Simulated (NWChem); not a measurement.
**doublet C3H3NO+ at 6 levels**

Aim: a comparison of 6 runs (UCAM-B3LYP/def2-SVP, UB3LYP/def2-SVP, UBHLYP/def2-SVP, UM06-2X/def2-SVP, UM06-L/def2-SVP, UPBE0/def2-SVP) of doublet C3H3NO+. 

The results are computed with NWChem 7.3.0.

## 1. The structure to begin with

C3H3NO+ has 8 atoms, charge +1, and is taken as a doublet. As SMILES of the parent species, `c1cocn1`. Geometry: relaxed at PBE0-D4/def2-TZVP. That shape belongs to the parent species and isn't relaxed for this state.

Bond lengths: C1–C2 1.348 Å, C2–O3 1.358 Å, O3–C4 1.344 Å, C1–N5 1.382 Å, C4–N5 1.285 Å, C1–H6 1.078 Å, C2–H7 1.076 Å, C4–H8 1.079 Å. Some angles: C1–C2–O3 107.9°, C2–C1–N5 109.0°, C2–O3–C4 104.3°, O3–C4–N5 114.7°, C1–N5–C4 104.2°, C1–C2–H7 135.2°, O3–C2–H7 117.0°, C2–C1–H6 129.0°, N5–C1–H6 122.1°, O3–C4–H8 116.9°.

## 2. A single-point energy at UCAM-B3LYP/def2-SVP (run 1)

Input file test.xyz:

```xyz
8
C3H3NO CAM-B3LYP
C     -0.061900     0.929600     0.395600
C      1.003400     0.196300     0.014100
O      0.543600    -0.991000    -0.459600
C     -0.792200    -0.904500    -0.335200
N     -1.214100     0.202900     0.162800
H     -0.086300     1.920900     0.818200
H      2.069100     0.345200     0.007300
H     -1.369200    -1.756600    -0.659100
```

Input file test.nw:

```
start test
title "C3H3NO CAM-B3LYP"
memory 2200 mb
charge 1

geometry units angstrom noautosym nocenter noautoz
  load format xyz test.xyz
end

basis spherical bse
  * library def2-SVP
end

dft
  xc xcamb88 1.00 lyp 0.81 vwn_5 0.19 hfexch 1.00
  cam 0.33 cam_alpha 0.19 cam_beta 0.46
  mult 2
  grid xfine
  convergence energy 1e-08
  direct
  iterations 100
  mulliken
  print low
end

task dft energy
```

Launch:

```bash
$ nwchem test.nw > test.out
```

The program printed:

```text
[...]
 d= 0,ls=0.0,diis     1   -245.2920085282 -4.10D+02  7.07D-03  2.99D-01    10.2
[...]
 d= 0,ls=0.0,diis    14   -245.4166455801 -8.15D-09  5.32D-07  6.73D-10   154.2
[...]
         Total DFT energy =     -245.416645580104
      One electron energy =     -647.864545623727
           Coulomb energy =      270.672203626067
    Exchange-Corr. energy =      -32.435778039503
 Nuclear repulsion energy =      164.211474457058
[...]
      Total Density - Mulliken Population Analysis
     ---------------------------------------------
    Atom       Charge   Shell Charges
 -----------   ------   -------------------------------------------------------
    1 C    6     5.87   1.99  0.95  0.27  2.06  0.55  0.05
    2 C    6     5.70   1.99  0.97  0.25  1.99  0.44  0.07
    3 O    8     8.13   1.99  1.12  0.63  2.87  1.51  0.02
    4 C    6     5.70   1.99  0.97  0.20  1.99  0.46  0.09
    5 N    7     7.06   1.99  1.07  0.48  2.36  1.13  0.03
    6 H    1     0.86   0.71  0.12  0.02
    7 H    1     0.84   0.71  0.11  0.02
    8 H    1     0.85   0.71  0.12  0.02
[...]
      <S2> =      0.7599 (Exact =     0.7500)
[...]
```

Run time: 2.6 min. Hardware: 1 thread of Intel Xeon 6975P-C (Granite Rapids), shared host; peak memory 0.14 GiB.

## 3. The energy at UB3LYP/def2-SVP (run 2)

Input file c3h3no.nw:

```
start c3h3no
title "C3H3NO"
memory total 2200 mb
charge 1

geometry units angstroms noautosym nocenter noautoz
   C     -0.061900     0.929600     0.395600
   C      1.003400     0.196300     0.014100
   O      0.543600    -0.991000    -0.459600
   C     -0.792200    -0.904500    -0.335200
   N     -1.214100     0.202900     0.162800
   H     -0.086300     1.920900     0.818200
   H      2.069100     0.345200     0.007300
   H     -1.369200    -1.756600    -0.659100
end

basis spherical bse
   * library def2-SVP
end

dft
   xc b3lyp
   mult 2
   grid xfine
   convergence energy 1e-08
   maxiter 100
   mulliken
end

task dft energy
```

Launch:

```bash
$ nwchem c3h3no.nw > c3h3no.out
```

The program printed:

```text
[...]
          Wavefunction type:  spin polarized.
          No. of atoms     :     8
          No. of electrons :    35
[...]
          Charge           :     1
          Spin multiplicity:     2
[...]
          AO basis - number of functions:    85
[...]
              XC Information
              --------------
                         B3LYP Method XC Potential
                     Hartree-Fock (Exact) Exchange  0.200
                        Slater Exchange Functional  0.800 local
                    Becke 1988 Exchange Functional  0.720 non-local
              Lee-Yang-Parr Correlation Functional  0.810
                  VWN I RPA Correlation Functional  0.190 local
[...]
 d= 0,ls=0.0,diis     1   -245.4036454719 -4.10D+02  8.71D-03  2.99D-01     8.1
[...]
 d= 0,ls=0.0,diis    15   -245.5294057899 -4.85D-09  4.22D-07  6.55D-10   115.3
[...]
         Total DFT energy =     -245.529405789859
      One electron energy =     -647.918278865249
           Coulomb energy =      270.735153082015
    Exchange-Corr. energy =      -32.557754463683
 Nuclear repulsion energy =      164.211474457058
[...]
      Total Density - Mulliken Population Analysis
     ---------------------------------------------
    Atom       Charge   Shell Charges
 -----------   ------   -------------------------------------------------------
    1 C    6     5.86   1.99  0.96  0.27  2.06  0.53  0.05
    2 C    6     5.69   1.99  0.97  0.24  2.00  0.43  0.07
    3 O    8     8.13   1.99  1.12  0.63  2.87  1.50  0.02
    4 C    6     5.69   1.99  0.98  0.19  1.99  0.45  0.09
    5 N    7     7.06   1.99  1.08  0.49  2.35  1.12  0.03
    6 H    1     0.86   0.72  0.12  0.02
    7 H    1     0.85   0.72  0.11  0.02
    8 H    1     0.86   0.72  0.12  0.02
[...]
      <S2> =      0.7577 (Exact =     0.7500)
[...]
```

Wall time 1.9 min (1 thread of Intel Xeon 6975P-C (Granite Rapids), shared host); peak memory 0.14 GiB.

Runs 3 to 5 aren't shown in full; the table further down has their settings and results.

## 4. The energy at UPBE0/def2-SVP (run 6)

Input file c3h3no.nw:

```
start c3h3no
memory total 2200 mb
charge 1

geometry units au noautosym nocenter noautoz
C     -0.11697405     1.75668941     0.74757565
C      1.89615119     0.37095324     0.02664514
O      1.02725512    -1.87271859    -0.86851813
C     -1.49704104    -1.70925728    -0.63343620
N     -2.29431649     0.38342543     0.30764741
H     -0.16308336     3.62997491     1.54617392
H      3.91003232     0.65233346     0.01379500
H     -2.58741301    -3.31949291    -1.24551849
end

basis spherical bse
C library def2-SVP
O library def2-SVP
N library def2-SVP
H library def2-SVP
end

dft
xc pbe0
mult 2
grid xfine
convergence energy 1e-08
iterations 100
mulliken
end

task dft energy
```

Launch:

```bash
$ nwchem c3h3no.nw > c3h3no.out
```

The program printed:

```text
[...]
          Wavefunction type:  spin polarized.
          No. of atoms     :     8
          No. of electrons :    35
[...]
          Charge           :     1
          Spin multiplicity:     2
[...]
          AO basis - number of functions:    85
[...]
              XC Information
              --------------
                         PBE0 Method XC Functional
                     Hartree-Fock (Exact) Exchange  0.250
          PerdewBurkeErnzerhof Exchange Functional  0.750
            Perdew 1991 LDA Correlation Functional  1.000 local
           PerdewBurkeErnz. Correlation Functional  1.000 non-local
[...]
 d= 0,ls=0.0,diis     1   -245.1294745650 -4.09D+02  8.27D-03  3.01D-01     7.8
[...]
 d= 0,ls=0.0,diis    15   -245.2549300806 -9.16D-09  6.94D-07  8.77D-10   115.1
[...]
         Total DFT energy =     -245.254930080639
      One electron energy =     -647.812450352029
           Coulomb energy =      270.614947645757
    Exchange-Corr. energy =      -32.268889958808
 Nuclear repulsion energy =      164.211462584441
[...]
      Total Density - Mulliken Population Analysis
     ---------------------------------------------
    Atom       Charge   Shell Charges
 -----------   ------   -------------------------------------------------------
    1 C    6     5.85   1.99  0.96  0.26  2.04  0.56  0.05
    2 C    6     5.70   1.99  0.97  0.24  1.98  0.45  0.07
    3 O    8     8.17   1.99  1.12  0.66  2.85  1.54  0.02
    4 C    6     5.65   1.99  0.97  0.18  1.97  0.45  0.10
    5 N    7     7.13   1.99  1.07  0.54  2.33  1.17  0.03
    6 H    1     0.84   0.72  0.09  0.03
    7 H    1     0.83   0.71  0.09  0.03
    8 H    1     0.83   0.72  0.09  0.02
[...]
      <S2> =      0.7604 (Exact =     0.7500)
[...]
```

Wall time 1.9 min (1 thread of Intel Xeon 6975P-C (Granite Rapids), shared host); peak memory 0.14 GiB.

## 5. The series

```tsv
run	level	energy (Eh)	⟨S²⟩	wall time
1	UCAM-B3LYP/def2-SVP	-245.416646	0.760	2.6 min
2	UB3LYP/def2-SVP	-245.529406	0.758	1.9 min
3	UBHLYP/def2-SVP	-245.391797	0.764	92 s
4	UM06-2X/def2-SVP	-245.423517	0.760	2.3 min
5	UM06-L/def2-SVP	-245.495877	0.758	6 min
6	UPBE0/def2-SVP	-245.254930	0.760	1.9 min
```

## 6. Results

```
                                 quantity          value
                      run 6: total energy  -245.25493 Eh
run 6: HOMO energy (highest over α and β)      -15.30 eV
 run 6: LUMO energy (lowest over α and β)      -12.19 eV
                              run 6: ⟨S²⟩          0.760
```

**Reading.** Totals of different functionals can't be ranked against each other. All runs together took 16 min, the longest 6 min.
